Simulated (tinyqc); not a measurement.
Inside a calculation (part 3 of 3). Method: UKS/B3LYP (VWN-RPA form) in the sto-3g basis, for H2O, spin multiplicity 3. Computed by tinyqc, a small Python program that keeps every step (integrals from PySCF). Command: `OMP_NUM_THREADS=1 python tinyqc.py 25486 25487 out.jsonl` (the two numbers bound the seeds that draw the settings). One thread of a shared host (Intel(R) Xeon(R) Processor @ 2.60GHz), about 3 s of CPU time with the checks.

Geometry (angstrom):
```
atom         x          y         z
O     0.000000   0.000000  0.000000
H     0.000000   1.161000  0.753000
H     0.000000  -1.208000  0.783000
```

## Iteration 13 (converged): orbitals

converged F(alpha) (hartree), order 1O 1s, 1O 2s, 1O 2px, 1O 2py, 1O 2pz, 2H 1s, 3H 1s:
```
[[-18.980237, -4.886402, 0.000000, -0.001517, -0.005766, -0.416875, -0.368084],
 [-4.886402, -2.121192, 0.000000, -0.008066, -0.038747, -0.384980, -0.343253],
 [0.000000, 0.000000, -0.319586, 0.000000, 0.000000, 0.000000, 0.000000],
 [-0.001517, -0.008066, 0.000000, -0.225022, -0.000321, -0.191134, 0.169118],
 [-0.005766, -0.038747, 0.000000, -0.000321, -0.263933, -0.117798, -0.104278],
 [-0.416875, -0.384980, 0.000000, -0.191134, -0.117798, -0.244135, -0.073447],
 [-0.368084, -0.343253, 0.000000, 0.169118, -0.104278, -0.073447, -0.224412]]
```

converged F(beta) (hartree), order 1O 1s, 1O 2s, 1O 2px, 1O 2py, 1O 2pz, 2H 1s, 3H 1s:
```
[[-18.958443, -4.866640, 0.000000, -0.001599, -0.003830, -0.414998, -0.366446],
 [-4.866640, -2.015222, 0.000000, -0.009116, -0.009683, -0.372733, -0.332250],
 [0.000000, 0.000000, -0.026727, 0.000000, 0.000000, 0.000000, 0.000000],
 [-0.001599, -0.009116, 0.000000, -0.208434, -0.000952, -0.182522, 0.161301],
 [-0.003830, -0.009683, 0.000000, -0.000952, -0.165964, -0.123452, -0.111101],
 [-0.414998, -0.372733, 0.000000, -0.182522, -0.123452, -0.151147, -0.061510],
 [-0.366446, -0.332250, 0.000000, 0.161301, -0.111101, -0.061510, -0.081664]]
```

X, order 1O 1s, 1O 2s, 1O 2px, 1O 2py, 1O 2pz, 2H 1s, 3H 1s:
```
[[1.022658, -0.128152, 0.000000, -0.000396, -0.002800, 0.013172, 0.011947],
 [-0.128152, 1.067106, 0.000000, 0.003590, 0.023256, -0.131241, -0.116884],
 [0.000000, 0.000000, 1.000000, 0.000000, 0.000000, 0.000000, 0.000000],
 [-0.000396, 0.003590, 0.000000, 1.030227, 0.001717, -0.109408, 0.099909],
 [-0.002800, 0.023256, 0.000000, 0.001717, 1.011969, -0.067395, -0.060888],
 [0.013172, -0.131241, 0.000000, -0.109408, -0.067395, 1.048063, -0.021259],
 [0.011947, -0.116884, 0.000000, 0.099909, -0.060888, -0.021259, 1.039634]]
```

Diagonalise F' = X^T F X, C = X C', fill 6 alpha and 4 beta electrons from the bottom; D(s) = C_occ C_occ^T. Each column has its largest component positive (the first on a tie).

F' = X^T F X (alpha) (hartree):
```
[[-18.622092, -2.554426, 0.000000, -0.002418, -0.014404, -0.017749, -0.012145],
 [-2.554426, -1.232587, 0.000000, -0.002004, -0.008873, -0.160055, -0.139962],
 [0.000000, 0.000000, -0.319586, 0.000000, 0.000000, 0.000000, 0.000000],
 [-0.002418, -0.002004, 0.000000, -0.164506, 0.003503, -0.169024, 0.149883],
 [-0.014404, -0.008873, 0.000000, 0.003503, -0.244462, -0.089139, -0.076318],
 [-0.017749, -0.160055, 0.000000, -0.169024, -0.089139, -0.139079, -0.032746],
 [-0.012145, -0.139962, 0.000000, 0.149883, -0.076318, -0.032746, -0.139620]]
```

orbital energies (alpha) (hartree): [-18.989713, -0.924672, -0.363258, -0.319586, -0.305857, -0.052087, 0.093241]

coefficients C (alpha), order 1O 1s, 1O 2s, 1O 2px, 1O 2py, 1O 2pz, 2H 1s, 3H 1s:
```
[[0.994024, -0.257701, 0.012170, 0.000000, 0.053111, 0.070920, -0.009194],
 [0.024672, 0.984806, -0.057599, 0.000000, -0.255398, -0.380530, 0.052713],
 [0.000000, 0.000000, 0.000000, 1.000000, 0.000000, 0.000000, 0.000000],
 [0.000208, 0.011724, 0.672005, 0.000000, -0.073560, 0.060236, 0.789031],
 [0.001148, 0.054963, 0.071019, 0.000000, 0.824999, -0.582921, 0.066299],
 [-0.003510, 0.081510, 0.453649, 0.000000, 0.264912, 0.599800, -0.700290],
 [-0.003136, 0.066814, -0.379671, 0.000000, 0.342410, 0.724978, 0.563313]]
```

F' = X^T F X (beta) (hartree):
```
[[-18.602672, -2.550191, 0.000000, -0.002311, -0.016749, -0.016480, -0.010371],
 [-2.550191, -1.117563, 0.000000, -0.003478, 0.029069, -0.176992, -0.161805],
 [0.000000, 0.000000, -0.026727, 0.000000, 0.000000, 0.000000, 0.000000],
 [-0.002311, -0.003478, 0.000000, -0.148183, 0.002766, -0.170741, 0.156676],
 [-0.016749, 0.029069, 0.000000, 0.002766, -0.140131, -0.112464, -0.102576],
 [-0.016480, -0.176992, 0.000000, -0.170741, -0.112464, -0.039018, -0.022960],
 [-0.010371, -0.161805, 0.000000, 0.156676, -0.102576, -0.022960, 0.013165]]
```

orbital energies (beta) (hartree): [-18.967181, -0.823863, -0.315424, -0.229112, -0.026727, 0.123972, 0.177204]

coefficients C (beta), order 1O 1s, 1O 2s, 1O 2px, 1O 2py, 1O 2pz, 2H 1s, 3H 1s:
```
[[0.994286, -0.255427, 0.016570, 0.046879, 0.000000, 0.078525, 0.009443],
 [0.023625, 0.977110, -0.078062, -0.231766, 0.000000, -0.411462, -0.046548],
 [0.000000, 0.000000, 0.000000, 0.000000, 1.000000, 0.000000, 0.000000],
 [0.000210, 0.015622, 0.741482, -0.123711, 0.000000, -0.138809, 0.706204],
 [0.000957, 0.017312, 0.085481, 0.821830, 0.000000, -0.588933, -0.055014],
 [-0.003329, 0.100268, 0.412879, 0.278886, 0.000000, 0.744064, -0.566441],
 [-0.002961, 0.077597, -0.291269, 0.330892, 0.000000, 0.564032, 0.768307]]
```

D(alpha) after iteration 13, order 1O 1s, 1O 2s, 1O 2px, 1O 2py, 1O 2pz, 2H 1s, 3H 1s:
```
[[1.062492, -0.270514, 0.000000, 0.005728, -0.009683, 0.037635, 0.044646],
 [-0.270514, 1.183800, 0.000000, -0.031290, 0.061182, -0.241845, -0.275737],
 [0.000000, 0.000000, 1.000000, 0.000000, 0.000000, 0.000000, 0.000000],
 [0.005728, -0.031290, 0.000000, 0.460767, -0.047430, 0.322452, -0.235876],
 [-0.009683, 0.061182, 0.000000, -0.047430, 1.028486, -0.094391, -0.163412],
 [0.037635, -0.241845, 0.000000, 0.322452, -0.094391, 0.642392, 0.358770],
 [0.044646, -0.275737, 0.000000, -0.235876, -0.163412, 0.358770, 0.791463]]
```

D(beta) after iteration 13, order 1O 1s, 1O 2s, 1O 2px, 1O 2py, 1O 2pz, 2H 1s, 3H 1s:
```
[[1.056321, -0.238249, 0.000000, 0.002705, 0.036473, -0.009006, -0.012079],
 [-0.238249, 1.015111, 0.000000, -0.013940, -0.180207, 0.001028, 0.021798],
 [0.000000, 0.000000, 0.000000, 0.000000, 0.000000, 0.000000, 0.000000],
 [0.002705, -0.013940, 0.000000, 0.565344, -0.038016, 0.273207, -0.255694],
 [0.036473, -0.180207, 0.000000, -0.038016, 0.683013, 0.266222, 0.248380],
 [-0.009006, 0.001028, 0.000000, 0.273207, 0.266222, 0.258311, -0.020188],
 [-0.012079, 0.021798, 0.000000, -0.255694, 0.248380, -0.020188, 0.200357]]
```

## Convergence

Stop when the energy changes by less than 1e-10 hartree and every element of the error matrix X^T (F D S - S D F) X (for each spin) is below 3e-06.

Course of the cycle:
```
iteration   E (hartree)     change  largest element of the error matrix
1          -74.73781640          -                             1.73e-01
2          -74.71315021   2.47e-02                             2.68e-01
3          -74.80306433  -8.99e-02                             2.45e-01
4          -75.08052272  -2.77e-01                             3.88e-02
5          -75.08973132  -9.21e-03                             1.23e-02
6          -75.09077269  -1.04e-03                             1.86e-03
7          -75.09079823  -2.55e-05                             7.18e-04
8          -75.09080694  -8.70e-06                             1.65e-04
9          -75.09080710  -1.65e-07                             5.69e-05
10         -75.09080714  -4.00e-08                             1.03e-05
11         -75.09080714  -8.35e-10                             3.16e-06
12         -75.09080714  -1.33e-10                             2.03e-07
13         -75.09080714  -5.54e-13                             5.34e-08
```

PySCF UKS in the same basis, fine grid, after a stability check = -75.09092842 hartree

Converged in 13 iterations. The coarse grid moves the energy by +1.21e-04 hartree.

## Populations, bond orders and dipole

overlap S, order 1O 1s, 1O 2s, 1O 2px, 1O 2py, 1O 2pz, 2H 1s, 3H 1s:
```
[[1.000000, 0.236704, 0.000000, 0.000000, 0.000000, 0.019896, 0.017571],
 [0.236704, 1.000000, 0.000000, 0.000000, 0.000000, 0.243849, 0.221332],
 [0.000000, 0.000000, 1.000000, 0.000000, 0.000000, 0.000000, 0.000000],
 [0.000000, 0.000000, 0.000000, 1.000000, 0.000000, 0.197394, -0.181771],
 [0.000000, 0.000000, 0.000000, 0.000000, 1.000000, 0.128025, 0.117820],
 [0.019896, 0.243849, 0.000000, 0.197394, 0.128025, 1.000000, 0.063032],
 [0.017571, 0.221332, 0.000000, -0.181771, 0.117820, 0.063032, 1.000000]]
```

Mulliken: Z minus the diagonal of D S on the atom; Loewdin: the same with S^(1/2) D S^(1/2); Mayer order: 2 sum_s sum (D(s) S)_ij (D(s) S)_ji over the two atoms.

Charges (e):
```
atom   Mulliken    Loewdin  Mulliken spin
1O     0.060362   0.086599       1.188761
2H    -0.003469  -0.017532       0.313224
3H    -0.056894  -0.069067       0.498015
```

Mayer bond orders:
```
pair     order
2-1   0.748875
3-1   0.595741
3-2   0.153004
```

dipole moment about the origin, x y z (debye): [0.000000, 0.370411, 0.024664]

<S^2> of the determinant (pure state: 2) = 2.010264
